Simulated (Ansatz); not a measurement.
Relaxation of C2H4OS (8 atoms, charge 0, multiplicity 1), to a largest force component of 0.015 eV/Å in at most 40 steps.

Method: RKS BLYP/cc-pVDZ in Ansatz.

```xyz
8
Properties=species:S:1:pos:R:3
C 0.171 0.938 -0.042
C -0.102 -0.485 -0.168
O 0.045 -1.176 0.952
S -0.517 -1.309 -1.506
H 0.975 1.171 0.590
H -0.771 1.470 0.365
H 0.365 1.430 -1.025
H 0.235 -0.590 1.668
```

Problem. Where does it end, and by what steps?

Solution. The run converged. After 9 steps the energy has fallen by 0.305 eV; H6 moved furthest, 0.24 Å.

| step | energy less start (eV) | largest force component (eV/Å) | accepted |
| --- | --- | --- | --- |
| 0 | 0.0000 | 2.439 | yes |
| 1 | -0.2490 | 1.064 | yes |
| 2 | -0.2661 | 0.806 | yes |
| 3 | -0.2956 | 0.203 | yes |
| 4 | -0.2981 | 0.145 | yes |
| 5 | -0.3027 | 0.039 | yes |
| 6 | -0.3043 | 0.069 | yes |
| 7 | -0.3048 | 0.064 | yes |
| 8 | -0.3051 | 0.027 | yes |
| 9 | -0.3052 | 0.002 | yes |

```xyz
8
Properties=species:S:1:pos:R:3
C 0.156 0.978 -0.065
C -0.083 -0.518 -0.182
O -0.074 -1.195 1.006
S -0.344 -1.337 -1.597
H 1.132 1.177 0.430
H -0.635 1.447 0.562
H 0.153 1.457 -1.058
H 0.095 -0.558 1.737
```

Whether the end is a true minimum wasn't checked by a vibrational analysis.

The run took 23 s on 1 thread of Arm Neoverse V2, on a shared host, peak memory 0.12 GiB.
